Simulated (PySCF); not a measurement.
# OF₂: singlet, from a linear start

Aim: relax OF₂ as a singlet from a linear start, check by its vibrations whether the end is a minimum, and collect its spectrum and constants.

Method: B3LYP, basis O def2-TZVP, F def2-TZVP, no relativity, density fitting; program: PySCF 2.14.0.

## 1. The starting structure

3 atoms, charge 0, spin multiplicity 1.

Bond lengths: O1–F2 1.270 Å, O1–F3 1.270 Å. Angles: F2–O1–F3 180.0°.

Coordinates in bohr (charge 0 multiplicity 1):
```
O     0.0000    0.0000    0.0000
F     0.0000    0.0000    2.4000
F     0.0000    0.0000   -2.4000
```

## 2. The SCF at the typed geometry

One driver script runs all steps and calls PySCF; scf.py shows how it sets up the SCF of each step. The optimiser is the driver's own. After this first run the driver tries any further starts and a stability analysis.

scf.py reads:

```python
from pyscf import gto, scf, dft
mol = gto.M(atom='''
O      0.000000     0.000000     0.000000
F      0.000000     0.000000     1.270000
F      0.000000     0.000000    -1.270000''',
    basis={'O': 'def2-TZVP', 'F': 'def2-TZVP'},
    charge=0, spin=0)
mf = dft.RKS(mol, xc='B3LYP')
mf.grids.atom_grid = (50, 194)
aux = {'O': 'def2-universal-JKFIT', 'F': 'def2-universal-JKFIT'}
mf = mf.density_fit(auxbasis=aux)
mf.conv_tol = 1e-08
mf.diis_space = 10
mf.max_cycle = 60
mf.init_guess = 'minao'
mf.verbose = 4
mf.kernel()
```

Command:

```bash
OMP_NUM_THREADS=2 python axn.py task.json out
```

Further steps of the session: Linear start, singlet: relaxation; Vibrations and properties at this point; Leaving the saddle point; Vibrations and properties at this point.

What does the calculation give? Wanted: minimum; geometry; wavenumbers; dipole moment; highest occupied, lowest empty level; polar-tensor charge of O1; zero-point energy; atomisation energy.

**Answer**, as computed:

```
                                 quantity                           value
                                  minimum                    singlet, C2v
                                 geometry  O–F 1.402 Å (×2); F–O–F 104.0°
                       wavenumbers (cm⁻¹)   481 (a1), 889 (b2), 1016 (a1)
                            dipole moment                          0.31 D
     highest occupied, lowest empty level                 -9.55, -2.92 eV
                polar-tensor charge of O1                         +0.50 e
                        zero-point energy                     14.3 kJ/mol
                      entropy at 298.15 K                 246.7 J/(mol K)
atomisation energy (no zero-point energy)                      391 kJ/mol
```

**Reading.** The linear start (D∞h) ends in a minimum of C2v symmetry, after a stop at a higher-order saddle point 340.8 kJ/mol higher, from which it was pushed off along an imaginary mode. In the infrared the band at 889 cm⁻¹ (b2) leads. Other starts or spin states, not run here, may lie lower.
